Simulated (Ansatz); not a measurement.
System: fcc Ir. Method: LDA (Ansatz, a first-principles code, PAW).

A relaxed, unreconstructed slab of the (100) face has 8 atoms, two equal faces of 7.265 Å² each and an energy of -93304.0076 eV. A bulk cell of 2 atoms with the same orientation and in-plane k mesh has -23326.7922 eV. Energies are extrapolated to zero smearing.

Run with plane-wave cutoff 500 eV, 20×20×1 k mesh (along the axes of the cell as run), Fermi–Dirac smearing 0.1 eV, scalar-relativistic PAW data made under PBE.

Worked out: γ = (E_slab − N E_bulk per atom)/2A = [-93304.0076 − 8 × (-23326.7922/2)]/(2 × 7.265) = 0.2176 eV/Å². With 16.022 J/m² per eV/Å² this is 3.49 J/m², or 1.58 eV per surface cell and face.
